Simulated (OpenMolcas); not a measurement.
# SiH4O (silanol): methods side by side

SiH4O: 6 atoms, total charge 0, spin state singlet. As SMILES, `O[SiH3]`. The coordinates come from a PBE0-D4/def2-TZVP relaxation.

Each level gives the vertical energy of the triplet above the singlet (eV). The values are calculated.

```
         level             kind     program  value (eV)  CPU time (all runs)
    HF/cc-pVTZ     Hartree–Fock  OpenMolcas        6.92                 63 s
 SVWN5/cc-pVTZ              LDA  OpenMolcas        6.30                 97 s
   PBE/cc-pVTZ              GGA  OpenMolcas        6.35                2 min
revPBE/cc-pVTZ              GGA  OpenMolcas        6.40              1.7 min
 M06-L/cc-pVTZ         meta-GGA  OpenMolcas        6.98              2.6 min
 BHLYP/cc-pVTZ    global hybrid  OpenMolcas        7.24              1.8 min
M06-2X/cc-pVTZ  hybrid meta-GGA  OpenMolcas        7.32              2.1 min
  PBE0/cc-pVTZ    global hybrid  OpenMolcas        6.81              1.7 min
```

The values span 6.30 to 7.32 eV. A triplet this far above the singlet is often a Rydberg-like or dissociative state; sets without diffuse functions put Rydberg states too high. CPU times are rough (shared hosts, several kinds of processor): they show what a rung costs within a factor of a few.
